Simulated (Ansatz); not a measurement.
Basis-set extrapolation for C$_{3}$H$_{5}$ClS, SMILES `C=C(Cl)SC` (PBE0-D4/def2-TZVP geometry, frozen core, Ansatz 0.2.0). Multiplicity 1, RHF reference.

```tsv
	def2-TZVPP	def2-QZVPP
HF	-973.581297	-973.610629
MP2 correlation	-0.865555	-0.932957
CCSD(T) correlation	-0.960340	not run
```

Energies in hartree. Use E(X) = E(∞) + A·exp(−7.88·√X) for Hartree–Fock and E(X) = E(∞) + B·X^(−2.97) for correlation, with X = 3 and 4, and add CCSD(T) minus MP2 of the smaller set to the MP2 limit.

What is the CCSD(T) energy at the basis-set limit?

HF limit: -973.610629 + (-0.029332) × 0.13774 = -973.61467. MP2 limit: -0.932957 + (-0.067402) × 0.74074 = -0.98288. Higher-order term: -0.960340 − (-0.865555) = -0.09479. Total: -974.69234 hartree, 395.7 kJ/mol below CCSD(T)/def2-TZVPP.
